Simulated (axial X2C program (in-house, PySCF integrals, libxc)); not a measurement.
Results of a calculation; reference values are marked as such.
## NaS⁺: input and output

Program: an axial X2C code built on PySCF integrals.

Input:
```json
{
 "zs": [
  16,
  11
 ],
 "q": 1,
 "bas": [
  "dyall-av3z",
  "dyall-cv3z"
 ],
 "levels": [
  "PBE0",
  "HF",
  "LDA"
 ],
 "cc": true,
 "r0": 2.54,
 "thr": -2.0,
 "nmax": 90,
 "npts": 10,
 "nst": 2,
 "ntry": 6
}
```
```bash
python so2c.py task.json out
```

Keys: zs atomic numbers; q charge; bas basis sets; levels methods; cc coupled cluster on or off; r0 starting distance in Å; thr threshold in hartree for freezing inner shells (an s shell follows its p shell); nmax most natural virtual spinors; npts points on the curve; nst determinants followed; ntry starts of the search. HF also brings MP2.

Output of the HF step, two-component, at R = 2.853 Å for the state Ω = 1. It starts from PBE0 orbitals of this distance.

```
two-component X2C + atomic mean field  HF
basis functions 134  fitting functions 641  grid points 4364
iter        total energy     max residual
   1       -560.416149831     1.23e-01
   2       -560.426133081     5.35e-03
   3       -560.426418601     2.10e-03
   4       -560.426439398     6.27e-04
   5       -560.426442037     3.69e-04
   6       -560.426443397     3.35e-04
   7       -560.426445911     3.70e-04
   8       -560.426448057     2.61e-04
   9       -560.426449275     1.05e-04
  10       -560.426449596     4.20e-05
  11       -560.426449654     2.39e-05
  12       -560.426449664     8.48e-06
  13       -560.426449665     2.08e-06
converged
one-electron -838.54191156  Coulomb 284.61897405  exact exchange -39.07269693  xc functional 0.00000000  nuclear repulsion 32.64465094  atomic mean-field constant -0.07546616
correlated 14  virtual 220  natural virtual 90  E(MP2) -0.388811817  MP2 remainder -0.016391494
iter   CCSD correlation   residual
   1     -0.392759801   8.65e-02
   2     -0.399938397   2.65e-02
   3     -0.400023611   6.27e-03
   4     -0.400085404   1.73e-03
   5     -0.400087462   7.00e-04
   6     -0.400083223   4.44e-04
   7     -0.400086120   2.81e-04
   8     -0.400085023   1.64e-04
   9     -0.400085193   1.06e-04
  10     -0.400085574   7.43e-05
  11     -0.400085948   5.16e-05
  12     -0.400086297   2.67e-05
  13     -0.400086290   9.17e-06
(T) -0.007200065  T1 0.0093  D1 0.0297  max T2 0.074
```
Energies are in hartree; totals compare only within one Hamiltonian and basis. T1 in the output is the amplitude norm over the root of the electron number; divide by √2 for the Lee–Taylor value.
